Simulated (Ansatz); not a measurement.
Consider the formal exchange of groups at the Al–Si bond: `[AlH2][SiH2]S` + `BC` → `B[CH2][AlH2]` + `[SiH3]S`.

Computed with Ansatz on PBE0-D4/def2-TZVP structures; ΔE is electronic, products minus reactants. CCSD(T)/CBS adds triple-zeta CCSD(T) − MP2 to the extrapolated MP2 energy (def2 sets, frozen cores). This one scheme is used for every species. DFT in def2-TZVPP. One conformer a species, not always the lowest.

`[AlH2][SiH2]S`:

```xyz
8

Al    1.326   -1.218   -0.293
Si   -0.187    0.699   -0.023
S    -2.062   -0.067    0.694
H     0.837   -2.688    0.049
H     2.806   -0.975   -0.816
H    -0.388    1.429   -1.309
H     0.360    1.702    0.938
H    -2.692    1.119    0.761
```

`BC`:

Cartesian coordinates in Å:
```
B 0.195 0.191 -0.836
C -0.074 -0.127 0.656
H -0.008 1.286 -1.278
H 0.548 -0.667 -1.594
H -0.006 0.726 1.332
H -1.136 -0.432 0.664
H 0.481 -0.977 1.057
```

`B[CH2][AlH2]`:

Z-matrix (Å, degrees):
```
C
Al 1 1.984
B 1 1.509 2 103.5
H 1 1.094 2 101.7 3 -121.6
H 1 1.095 2 101.7 3 121.5
H 2 1.584 1 119.3 3 92.3
H 2 1.584 1 119.3 3 -91.9
H 3 1.200 1 120.7 2 87.2
H 3 1.200 1 120.7 2 -87.3
```

`[SiH3]S`:

```xyz
6

Si    0.181    0.465   -0.173
S    -0.928   -0.872    1.073
H     1.640    0.199   -0.099
H    -0.116    1.815    0.360
H    -0.250    0.374   -1.591
H    -0.527   -1.981    0.431
```

Problem. Is it downhill or uphill in electronic energy at CCSD(T)/CBS, and by how much? (Estimate.)

Solution. Computed: Downhill: ΔE = -0.34 eV.

Problem. What do these levels give: LDA (SPW92), r2SCAN-D4, r2SCAN0-D4, HF/def2-SVP, CCSD(T)/def2-TZVPP, HF/def2-QZVPP? (An estimate is asked.)

Solution. Ansatz gave: LDA (SPW92) -0.33, r2SCAN-D4 -0.34, r2SCAN0-D4 -0.33, HF/def2-SVP -0.23, CCSD(T)/def2-TZVPP -0.35, HF/def2-QZVPP -0.28 eV.

Largest T1 diagnostic among the species: 0.012.

Leaving LDA and LC-ωPBE aside and taking each functional with its dispersion term where it has one, the values, not all of them listed here, spread over 0.15 eV, from ωB97M-V to PBE0-D4. LDA lies −0.07 eV from PBE without D4. In def2-TZVPP, CCSD(T) changes the Hartree–Fock value by −0.08 eV (the triples alone add −0.02 eV) and MP2 by −0.16 eV.
